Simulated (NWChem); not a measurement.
## chlorine (Cl2)

```xyz
2

Cl     0.0000     0.0000     1.0128
Cl     0.0000     0.0000    -1.0128
```
Charge 0, spin multiplicity 1.

Everything below was run with NWChem. Structure: optimised with PBE0/def2-SVP, a minimum by its harmonic frequencies.

No SCF solution was tested for a lower state.

Worked example. At PBE/def2-TZVP the parent has a total energy of -920.02105 Ha and the doublet with one electron less, at the same geometry, -919.60825 Ha. The vertical ionisation energy is their difference.

ΔE = -919.60825 − (-920.02105) = 0.41280 Ha. Times 27.2114 eV/Ha this is 11.23 eV, or 1084 kJ/mol; λ = 1239.84/11.23 = 110.4 nm. No relaxation of the ion's geometry and no zero-point term enter.
